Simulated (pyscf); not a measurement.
This saddle point was located with ωB97X-D3(BJ)/def2-SVP in PySCF.

```xyz
10

N     -1.6676    -0.6196    -0.7728
Al    -1.0657     0.5764     0.6600
H     -1.8488    -1.6045    -0.5807
H     -2.3548    -0.3021    -1.4559
H     -0.8830    -0.2017     2.0398
H     -1.7465     2.0145     0.5541
N      0.5365     0.4471    -0.4633
H     -0.4122    -0.2896    -1.0089
H      0.8527     1.2509    -1.0053
H      1.3620    -0.0505    -0.1304
```
Charge 0, spin multiplicity 1.

Surface: singlet, charge 0. Lowest wavenumbers (cm⁻¹): 1360i, 304, 385, 427, 481.

Question: Which two sides does it connect, and which bonds change?

Answer: NH₃ + H₂N–AlH₂ <-> H₂N–AlH₂ + NH₃, a four-centre exchange read from left to right: H–N, Al–N broken and Al–N, H–N formed. At CCSD(T)/def2-TZVPP + ΔMP2(QZVPP) it lies -6.5 kcal/mol from the left side and -6.5 kcal/mol from the right (each side as separated species at their lowest minima found). On the reactant side the descent ends in an adduct with a Al–N contact, 25.8 kcal/mol under the separated species and 16.1 kcal/mol under the saddle at ωB97X-D3(BJ)/def2-TZVP. On the product side the descent ends in an adduct with a Al–N contact, 25.8 kcal/mol under the separated species and 16.1 kcal/mol under the saddle at ωB97X-D3(BJ)/def2-TZVP. At CCSD(T) the saddle lies under the separated reactants, which points to a path from their complex (located at ωB97X-D3(BJ) alone). At CCSD(T) the saddle lies under the separated products, which points to a path from their complex (located at ωB97X-D3(BJ) alone). What is counted as formed (Al–N) is already present as a longer contact in the reactant adduct; forming that adduct is a step of its own. What is counted as broken (Al–N) persists as a longer contact in the product adduct; parting that adduct is a step of its own. At ωB97X-D3(BJ)/def2-TZVP the barrier from the zero used here is -9.7 kcal/mol. This is the saddle that the search found; another between the same sides may lie lower. The CCSD(T) − MP2 part came from Ansatz, without density fitting, on the same reference.
